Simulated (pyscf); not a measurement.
`[NH2][SiH]([Cl])[Cl]` + `[FH]` -> `[NH3]` + `[F][SiH]([Cl])[Cl]` (four-centre exchange; singlet surface; N–Si, F–H broken, H–N, F–Si formed). Structures and frequencies: ωB97X-D3(BJ)/def2-SVP in PySCF. Energies in kJ/mol from the separated reactants.

```json
[
 {"level": "ωB97X-D3(BJ)/def2-TZVP", "barrier": "27.8", "reaction energy": "-75.0"},
 {"level": "PBE/def2-TZVP", "barrier": "[?]", "reaction energy": "[?]"},
 {"level": "r²SCAN/def2-TZVP", "barrier": "17.0", "reaction energy": "-84.2"},
 {"level": "B3LYP-D3(BJ)/def2-TZVP", "barrier": "29.1", "reaction energy": "-79.6"},
 {"level": "PBE0-D3(BJ)/def2-TZVP", "barrier": "21.0", "reaction energy": "-73.3"},
 {"level": "HF/def2-TZVP", "barrier": "[?]", "reaction energy": "-85.8"}
]
```

### Question
What belongs in the gaps?

### Answer

- PBE/def2-TZVP, barrier: 12.4
- PBE/def2-TZVP, reaction energy: -81.1
- HF/def2-TZVP, barrier: 99.6

The functionals in the table span 16.7 kJ/mol in this barrier, from PBE to B3LYP-D3(BJ). On the reactant side the descent ends in a bound adduct, 34.3 kJ/mol under the separated species and 62.1 kJ/mol under the saddle at ωB97X-D3(BJ)/def2-TZVP. On the product side the descent ends in an adduct with a N–Si contact (not fully relaxed), 27.9 kJ/mol under the separated species and 130.7 kJ/mol under the saddle at ωB97X-D3(BJ)/def2-TZVP. What is counted as broken (N–Si) persists as a longer contact in the product adduct; parting that adduct is a step of its own. One saddle was located; it need not be the lowest between these sides.
